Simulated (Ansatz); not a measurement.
Several settings on one geometry of the cluster SiC₂ (the lowest singlet isomer of a short search) (that of the charge 0 singlet, PBE-D4/def2-TZVP). Ansatz on 4 threads of Arm Neoverse V1 on a shared host; times are rough.

Cartesian coordinates in Å:
```
Si -0.786 -0.156 -0.836
C 0.488 -0.551 0.446
C 0.298 0.707 0.390
```

Totals from different functionals, basis sets or treatments of relativity can't be compared as stabilities.

B3LYP takes the VWN-RPA correlation.

Scalar relativity in a set contracted without it gives distorted totals.

The spins typed aren't always the lowest for that charge.

Problem. Give the basis size and estimate the energy, ⟨S²⟩, dipole and time of these runs.

```json
{"run": "1", "method": "RKS B3LYP-D3(BJ)/def2-TZVP", "charge": "0", "state": "singlet", "further keys": "scf: {lower_state_search: full}; forces asked"}
{"run": "2", "method": "UKS RPBE-D4/pcseg-2", "charge": "0", "state": "triplet", "further keys": "fitting: {mean_field: def2-universal-jkfit}; pseudopotentials: {relativity: scalar}; forces asked"}
{"run": "3", "method": "RKS B3LYP5/STO-3G", "charge": "0", "state": "singlet", "further keys": "pseudopotentials: {relativity: scalar}; scf: {omitted_lower_state_checks: [starts]}; forces asked"}
```

Solution. 
| run | functions | energy (Eh) | ⟨S²⟩ | dipole (D) | wall time |
| --- | --- | --- | --- | --- | --- |
| 1 | 99 | -365.5821 | – | 2.50 | 0.65 s |
| 2 | 94 | -366.0824 | 2.01 | 1.50 | 1.7 s |
| 3 | 19 | -361.5529 | – | 2.52 | 0.2 s |
